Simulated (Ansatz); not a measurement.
# C4H6: the cost of one run

Computed with Ansatz 0.2.0 through its Python package. The levels of theory stand in the script.

### 1 Starting point

Bond lengths: C1–C2 1.422 Å, C2–C3 1.403 Å, C2–C4 1.508 Å, C3–C4 1.334 Å, C1–H5 1.129 Å, C1–H6 1.139 Å, C1–H7 1.127 Å, C2–H8 1.044 Å, C3–H9 1.125 Å, C4–H10 0.990 Å. Angles (14 of 18 angles, heavy atoms first): C1–C2–C3 120.5°, C1–C2–C4 119.8°, C3–C2–C4 54.4°, C2–C3–C4 66.8°, C2–C4–C3 58.8°, C1–C2–H8 115.3°, C3–C2–H8 116.9°, C4–C2–H8 116.4°, C2–C1–H5 113.2°, C2–C1–H6 112.6°, C2–C1–H7 115.7°, C2–C3–H9 149.7°, C4–C3–H9 143.4°, C2–C4–H10 146.1°.

The script holds or builds the structure itself.

### 2 The code

File c4h6.py:

```python
import ansatz as az


def main() -> None:
    geometry_ang = [
        ("C", [-0.8841, 0.6011, -0.5033]),
        ("C", [-0.1563, -0.4919, 0.0417]),
        ("C", [0.7632, -0.2875, 1.0816]),
        ("C", [1.3455, -0.534, -0.0933]),
        ("H", [-1.2083, 0.4306, -1.5714]),
        ("H", [-1.8564, 0.8009, 0.0551]),
        ("H", [-0.3536, 1.595, -0.4939]),
        ("H", [-0.6505, -1.4109, 0.0232]),
        ("H", [0.9718, -0.0624, 2.164]),
        ("H", [2.1117, -0.6919, -0.7006]),
    ]
    mol = az.Crystal.molecule()
    for symbol, xyz in geometry_ang:
        mol = mol.atom(symbol, xyz)

    job = mol.calculation().basis(gaussian="def2-SVP")

    methods = ["mp2", "ccsd", "ccsd_t"]
    reports = [job.correlation(m).run(threads=1).report for m in methods]
    print(f"Hartree-Fock reference {reports[0]['reference_energy_ev'] / 27.211386246:.6f} Ha")
    best = reports[-1]["free_energy_ev"] - reports[-1]["reference_energy_ev"]
    for method, each in zip(methods, reports):
        gained = each["free_energy_ev"] - each["reference_energy_ev"]
        print(f"{method:8s} total {each['free_energy_ev'] / 27.211386246:.6f} Ha  correlation {gained:9.4f} eV  ({100 * gained / best:.1f} % of the last)")


if __name__ == "__main__":
    main()
```

### 3 The calls as engine input

The engine receives this input (first run):

```yaml
crystal:
  periodic: [false, false, false]
  atoms:
    - { symbol: C, position_ang: [-0.8841, 0.6011, -0.5033] }
    - { symbol: C, position_ang: [-0.1563, -0.4919, 0.0417] }
    - { symbol: C, position_ang: [0.7632, -0.2875, 1.0816] }
    - { symbol: C, position_ang: [1.3455, -0.534, -0.0933] }
    - { symbol: H, position_ang: [-1.2083, 0.4306, -1.5714] }
    - { symbol: H, position_ang: [-1.8564, 0.8009, 0.0551] }
    - { symbol: H, position_ang: [-0.3536, 1.595, -0.4939] }
    - { symbol: H, position_ang: [-0.6505, -1.4109, 0.0232] }
    - { symbol: H, position_ang: [0.9718, -0.0624, 2.164] }
    - { symbol: H, position_ang: [2.1117, -0.6919, -0.7006] }
basis:
  gaussian:
    orbitals: def2-SVP
correlation:
  method: mp2
```

### 4 The run

Launch:

```bash
python c4h6.py
```

Q: Estimate wall time and peak memory on 1 thread of Arm Neoverse V1, shared host.

About 12 s, with a peak of 0.36 GiB.
